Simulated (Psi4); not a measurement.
# C2H4Si (SMILES C#C[SiH3]) at CCSD(T)/6-311+G(d,p)

What is the vertical singlet–triplet gap of C2H4Si at CCSD(T)/6-311+G**? Input form: a Python script.

The results are computed with Psi4 1.11.

1 further run of the same task is left out (set aside as unsound or not needed).

## (1) The structure to begin with

C2H4Si: 7 atoms, total charge 0, spin state singlet. As SMILES, `C#C[SiH3]`. Geometry: relaxed at PBE0-D4/def2-TZVP.

Bond lengths: C1–C2 1.206 Å, C2–Si3 1.823 Å, C1–H4 1.066 Å, Si3–H5 1.483 Å, Si3–H6 1.483 Å, Si3–H7 1.483 Å. Angles: C1–C2–Si3 180.0°, C2–C1–H4 180.0°, C2–Si3–H5 109.3°, C2–Si3–H6 109.3°, C2–Si3–H7 109.3°, H5–Si3–H6 109.6°, H5–Si3–H7 109.6°, H6–Si3–H7 109.6°.

## (2) The energy at CCSD(T)/6-311+G(d,p)

Contents of calc.py:

```python
import psi4

psi4.set_memory(1600000000)
psi4.set_num_threads(1)
psi4.core.set_output_file('c2h4si.out', False)

geom = psi4.geometry("""
0 1
C     -0.580700    -1.871400     0.172200
C     -0.218500    -0.726500     0.062400
Si     0.329800     1.004300    -0.103800
H     -0.901000    -2.883500     0.269300
H     -0.094500     1.528300    -1.425000
H     -0.281700     1.818100     0.974900
H      1.807900     1.062900     0.004400
symmetry c1
no_reorient
no_com
""")

psi4.set_options({
    'basis': '6-311+G**',
    'puream': True,
    'e_convergence': 1e-09,
    'd_convergence': 1e-08,
    'scf_type': 'pk',
    'num_frozen_docc': 7,
})

result = psi4.energy("ccsd(t)")
print('E =', round(result, 9))
for k, v in sorted(psi4.core.scalar_variables().items()):
    print(f'{k:45s} {v:18.10f}')
```

Launch:

```sh
python calc.py
```

c2h4si.out:

```text
[...]
  Running in c1 symmetry.
[...]
  Nuclear repulsion =   83.047890735857266
[...]
  Multiplicity = 1
[...]
  Nalpha       = 15
  Nbeta        = 15
[...]
    Number of basis functions: 98
[...]
   @RHF iter   1:  -366.87691666981914   -9.65018e-01   3.71745e-03 ADIIS/DIIS
[...]
   @RHF iter  10:  -366.96076446838538   -2.00657e-11   4.70034e-09 DIIS
[...]
    Orbital Energies [Eh]
    ---------------------
    Doubly Occupied:
       1A    -68.795126     2A    -11.247274     3A    -11.224825
       4A     -6.141122     5A     -4.248674     6A     -4.247993
       7A     -4.247992     8A     -1.031970     9A     -0.783908
      10A     -0.716044    11A     -0.559952    12A     -0.500848
      13A     -0.500826    14A     -0.405054    15A     -0.405051
[...]
  @RHF Final Energy:  -366.96076446838538
   => Energetics <=
    Nuclear Repulsion Energy =             83.0478907358572656
    One-Electron Energy =                -669.9039893796364140
    Two-Electron Energy =                 219.8953341753938275
    Total Energy =                       -366.9607644683853778
[...]
 Multipole Moments:
 ------------------------------------------------------------------------------------
     Multipole            Electronic (a.u.)      Nuclear  (a.u.)        Total (a.u.)
 ------------------------------------------------------------------------------------
 L = 1.  Multiply by 2.5417464519 to convert [e a0] to [Debye]
 Dipole X            :         -0.7163271            0.6665064           -0.0498207
 Dipole Y            :         -0.1554635           -0.0026456           -0.1581091
 Dipole Z            :          0.4347546           -0.4195192            0.0152354
 Magnitude           :                                                    0.1664714
[...]
      * MP2 total energy                      = -367.331016386236172
[...]
      * CCSD total energy                     = -367.363300079038481
[...]
      * CCSD(T) total energy                  = -367.380262043858238
```

On the terminal:

```text
E = -367.380262044
(T) CORRECTION ENERGY                              -0.0169619648
CC D1 DIAGNOSTIC                                    0.0287564177
CC D2 DIAGNOSTIC                                    0.1800339151
CC NEW D1 DIAGNOSTIC                                0.0287564177
CC T1 DIAGNOSTIC                                    0.0127852875
CCSD CORRELATION ENERGY                            -0.4025356107
CCSD DOUBLES ENERGY                                -0.4025356107
CCSD ITERATIONS                                    15.0000000000
CCSD OPPOSITE-SPIN CORRELATION ENERGY              -0.3315706662
CCSD SAME-SPIN CORRELATION ENERGY                  -0.0709649445
CCSD SINGLES ENERGY                                 0.0000000000
CCSD TOTAL ENERGY                                -367.3633000790
CCSD(T) CORRELATION ENERGY                         -0.4194975755
CCSD(T) TOTAL ENERGY                             -367.3802620439
CURRENT CORRELATION ENERGY                         -0.4194975755
CURRENT ENERGY                                   -367.3802620439
CURRENT REFERENCE ENERGY                         -366.9607644684
DD SOLVATION ENERGY                                 0.0000000000
HF KINETIC ENERGY                                 366.8234086470
HF POTENTIAL ENERGY                              -733.7841731154
HF TOTAL ENERGY                                  -366.9607644684
HF VIRIAL RATIO                                     2.0003744467
MP2 CORRELATION ENERGY                             -0.3702519179
MP2 DOUBLES ENERGY                                 -0.3702519179
MP2 OPPOSITE-SPIN CORRELATION ENERGY               -0.2897318364
MP2 SAME-SPIN CORRELATION ENERGY                   -0.0805200814
MP2 SINGLES ENERGY                                 -0.0000000000
MP2 TOTAL ENERGY                                 -367.3310163862
NUCLEAR REPULSION ENERGY                           83.0478907359
ONE-ELECTRON ENERGY                              -669.9039893796
PCM POLARIZATION ENERGY                             0.0000000000
PE ENERGY                                           0.0000000000
SCF ITERATION ENERGY                             -366.9607644684
SCF ITERATIONS                                     10.0000000000
SCF TOTAL ENERGY                                 -366.9607644684
TWO-ELECTRON ENERGY                               219.8953341754
```

It took 29 s on 1 thread of Intel Xeon Platinum 8375C at 2.90GHz (Ice Lake), shared host; peak memory 0.91 GiB.

## (3) The triplet, same level

Contents of calc.py:

```python
import psi4

psi4.set_memory('1600 MB')
psi4.set_num_threads(1)
psi4.core.set_output_file('output.dat', False)

m = psi4.geometry("""
0 3
C     -0.580700    -1.871400     0.172200
C     -0.218500    -0.726500     0.062400
Si     0.329800     1.004300    -0.103800
H     -0.901000    -2.883500     0.269300
H     -0.094500     1.528300    -1.425000
H     -0.281700     1.818100     0.974900
H      1.807900     1.062900     0.004400
symmetry c1
no_reorient
no_com
""")

psi4.set_options({
    'basis': '6-311+G**',
    'reference': 'uhf',
    'puream': True,
    'e_convergence': 1e-09,
    'd_convergence': 1e-08,
    'scf_type': 'pk',
    'num_frozen_docc': 7,
    'maxiter': 100,
})

E, wfn = psi4.energy('ccsd(t)', return_wfn=True)
print(f'ccsd(t) energy: {E:.10f} Eh')
```

Launch:

```sh
python calc.py
```

output.dat:

```text
[...]
  Running in c1 symmetry.
[...]
  Nuclear repulsion =   83.047890735857266
[...]
  Multiplicity = 3
[...]
  Nalpha       = 16
  Nbeta        = 14
[...]
    Number of basis functions: 98
[...]
   @UHF iter   1:  -366.49842779760837   -5.86529e-01   5.23862e-03 ADIIS/DIIS
[...]
   @UHF iter  20:  -366.79660134599038   -1.02318e-11   6.68318e-09 DIIS
[...]
   @S^2 Observed:                2.017868492E+00
[...]
    Orbital Energies [Eh]
    ---------------------
    Alpha Occupied:
       1A    -68.788832     2A    -11.261846     3A    -11.248852
       4A     -6.133374     5A     -4.240898     6A     -4.240540
       7A     -4.240371     8A     -1.111313     9A     -0.809155
      10A     -0.727034    11A     -0.581002    12A     -0.577137
      13A     -0.502037    14A     -0.486019    15A     -0.438859
      16A     -0.225140
    Alpha Virtual:
      17A      0.050147    18A      0.068729    19A      0.080212
      20A      0.080648    21A      0.081341    22A      0.103025
      23A      0.130149    24A      0.144525    25A      0.165819
[...]
  @UHF Final Energy:  -366.79660134599038
   => Energetics <=
    Nuclear Repulsion Energy =             83.0478907358572656
    One-Electron Energy =                -669.5623523530517787
    Two-Electron Energy =                 219.7178602712040743
    Total Energy =                       -366.7966013459903820
  UHF NO Occupations:
  HONO-2 :   14  A 1.9953758
  HONO-1 :   15  A 1.0000000
[...]
 Multipole Moments:
 ------------------------------------------------------------------------------------
     Multipole            Electronic (a.u.)      Nuclear  (a.u.)        Total (a.u.)
 ------------------------------------------------------------------------------------
 L = 1.  Multiply by 2.5417464519 to convert [e a0] to [Debye]
 Dipole X            :         -0.7645520            0.6665064           -0.0980456
 Dipole Y            :         -0.2813216           -0.0026456           -0.2839672
 Dipole Z            :          0.4622384           -0.4195192            0.0427192
 Magnitude           :                                                    0.3034391
[...]
      * MP2 total energy                      = -367.112535344688183
[...]
      * CCSD total energy                     = -367.162798741002462
[...]
      * CCSD(T) total energy                     = -367.176787595199869
```

The script printed:

```text
ccsd(t) energy: -367.1767875952 Eh
```

Wall time 1.9 min (1 thread of Intel Xeon Platinum 8375C at 2.90GHz (Ice Lake), shared host); peak memory 0.97 GiB.

## (4) What came out

Level: CCSD(T)/6-311+G**, 7 core orbitals frozen.

| quantity | value |
| --- | --- |
| singlet: total energy | -367.38026 Eh |
| singlet: HOMO energy (Hartree–Fock orbitals) | -11.02 eV |
| singlet: LUMO energy (Hartree–Fock orbitals) | 1.40 eV |
| singlet: HOMO–LUMO gap (Hartree–Fock orbitals) | 12.42 eV |
| singlet: correlation energy (7 core orbitals frozen) | -419.5 mEh |
| singlet: (T) correction | -16.96 mEh |
| singlet: T1 diagnostic | 0.013 |
| triplet: total energy | -367.17679 Eh |
| triplet: HOMO energy (Hartree–Fock orbitals) (highest over α and β) | -6.13 eV |
| triplet: LUMO energy (Hartree–Fock orbitals) (lowest over α and β) | 0.00 eV |
| triplet: correlation energy (7 core orbitals frozen) | -380.2 mEh |
| triplet: (T) correction | -13.99 mEh |
| triplet: ⟨S²⟩ of the reference determinant | 2.018 |
| triplet: T1 diagnostic | 0.022 |
| vertical energy of the triplet above the singlet | 5.537 eV |

At this shape the triplet lies 5.54 eV (128 kcal/mol) above the singlet. The triples (singlet) make up 4.0 % of the correlation energy. The triples (triplet) make up 3.7 % of the correlation energy.
